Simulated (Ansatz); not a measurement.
```yaml
crystal:
  periodic: [false, false, false]
  atoms:
    - {symbol: B, position_ang: [0.281643, 0.295804, -0.111317]}
    - {symbol: H, position_ang: [1.435655, 0.401676, -0.404158]}
    - {symbol: H, position_ang: [-0.467749, 1.233771, -0.069869]}
    - {symbol: O, position_ang: [-0.156982, -0.949932, 0.178042]}
    - {symbol: H, position_ang: [-1.092578, -0.981319, 0.407302]}
basis:
  gaussian: {orbitals: def2-mTZVP}
hamiltonian: {xc: {name: wB97M-V}, dispersion: d4}
output: {forces: true}
```

```sh
$ ansatz run in.yaml --threads 4 --pin off --events-out ev --progress --plain --max-ram 3916MiB
```

It prints (some lines left out):

```
Error: invalid value for `hamiltonian.dispersion`: no damping is tabulated for this functional; type it, or the functional that lends it
```

In this input the program holds no damping parameters for this pairing of functional and dispersion term, so they'd have to be typed. The program refused the input.
